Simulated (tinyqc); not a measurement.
Worked calculation: Born-Oppenheimer dynamics on the RHF/sto-6g surface (energies and gradients from PySCF), for NH3, spin multiplicity 1. Computed by tinyqc, a small Python program that keeps every step (integrals from PySCF). Settings: charge = 0, multiplicity = 1, basis = sto-6g, time step (fs) = 1.0, steps = 24. Command: `OMP_NUM_THREADS=1 python tinyqc.py 31314 31315 out.jsonl` (the two numbers bound the seeds that draw the settings). One thread of a shared host (Intel(R) Xeon(R) Processor @ 2.60GHz), about 4 s of CPU time with the checks.

positions (bohr), order 1N, 2H, 3H, 4H:
$$\begin{pmatrix}
0.08693 & -0.06425 & 0.90518 \\
1.71965 & 0.02457 & -0.01890 \\
-0.89573 & 1.45320 & -0.02457 \\
-0.85794 & -1.42107 & 0.16063
\end{pmatrix}$$

The total energy should stay constant up to terms of order dt^2; the step counts as short enough if it moves by less than 2 % of the largest kinetic energy.

Trajectory:
```
time (fs)  1N-2H (angstrom)  potential (hartree)  kinetic (hartree)  total (hartree)
0.00000             0.99389          -55.9767888          0.0073009      -55.9694879
1.00000             1.00359          -55.9759219          0.0062235      -55.9696984
2.00000             1.02936          -55.9814455          0.0109350      -55.9705104
3.00000             1.05668          -55.9814816          0.0111323      -55.9703493
4.00000             1.07195          -55.9772656          0.0074189      -55.9698467
5.00000             1.06748          -55.9768318          0.0073598      -55.9694720
6.00000             1.04390          -55.9846372          0.0142794      -55.9703579
7.00000             1.01147          -55.9881665          0.0170393      -55.9711272
8.00000             0.98775          -55.9784792          0.0087730      -55.9697062
9.00000             0.98786          -55.9747508          0.0054166      -55.9693342
10.00000            1.01185          -55.9820287          0.0113320      -55.9706967
11.00000            1.04432          -55.9821446          0.0116075      -55.9705371
12.00000            1.06688          -55.9756870          0.0060556      -55.9696314
13.00000            1.06838          -55.9757332          0.0063053      -55.9694279
14.00000            1.04868          -55.9848035          0.0143351      -55.9704684
15.00000            1.01839          -55.9882600          0.0172442      -55.9710158
16.00000            0.99455          -55.9793319          0.0095672      -55.9697646
17.00000            0.99159          -55.9753627          0.0060381      -55.9693246
18.00000            1.01162          -55.9820931          0.0114880      -55.9706051
19.00000            1.04348          -55.9826399          0.0120944      -55.9705456
20.00000            1.07102          -55.9763035          0.0066170      -55.9696865
21.00000            1.08187          -55.9751833          0.0057092      -55.9694741
22.00000            1.07158          -55.9823678          0.0121473      -55.9702205
23.00000            1.04470          -55.9870691          0.0162236      -55.9708454
24.00000            1.01394          -55.9808896          0.0107002      -55.9701894
```

Is the time step short enough?

No. The total energy moves within 1.8e-03 hartree; that is over 2 % of the largest kinetic energy, so the time step is too long.
